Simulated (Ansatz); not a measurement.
`FCC(F)F` + `C=C` → `C=CCF` + `FCF` at 600 K and 1 bar (formal exchange of groups at a C–C bond).

Calculated with Ansatz (gas phase, PBE0-D4/def2-TZVP geometries, no zero-point term in ΔE). CBS: MP2 limit from def2 TZ/QZ plus the TZ coupled-cluster correction, frozen cores. This one scheme is used for every species. One conformer a species, not always the lowest.

```
  species  CCSD(T)/CBS energy (Eh)  H − E (kJ/mol)  S (J/(mol·K))
`FCC(F)F`               -377.27138           185.1          367.2
    `C=C`                -78.48111           161.6          257.2
  `C=CCF`               -216.92453           234.5          347.2
    `FCF`               -238.82660           113.4          283.4
```

H − E and S are ideal-gas, rigid-rotor, harmonic terms from PBE0-D4/def2-TZVP, for one conformer and one mirror image of each species. 1 Eh = 2625.50 kJ/mol, R = 8.31446 J/(mol·K).

Question: By hand: ΔE, ΔH, ΔS and ΔG.

Answer: ΔE = (-216.92453) + (-238.82660) − (-377.27138) − (-78.48111) = 0.00136 Eh = 3.6 kJ/mol. Δ(H − E) = 234.5 + 113.4 − 185.1 − 161.6 = 1.2, so ΔH = 4.8 kJ/mol. ΔS = 347.2 + 283.4 − 367.2 − 257.2 = 6.2 J/(mol·K). ΔG = 4.8 − 600 × (6.2)/1000 = 1.1 kJ/mol.

Question: By hand: the equilibrium constant, and the temperature at which ΔG would vanish if ΔH and ΔS stayed fixed.

Answer: log₁₀ K = −ΔG/(RT ln 10) = -0.1. ΔG = 0 at ΔH/ΔS = 774 K, though so small a ΔH makes that figure unsure.

TΔS isn't small against ΔH here. The sign of ΔG lies within the doubt. A doubt of 5 kJ/mol in ΔE shifts log₁₀ K by 0.4 here. Other conformers and mirror images would add mixing entropy, several J/(mol·K) or more a flexible species. These are equilibria of isolated gas molecules and say nothing of rates. Largest T1 diagnostic: 0.011 (customary marks: 0.02 for closed shells, 0.045 for open ones).
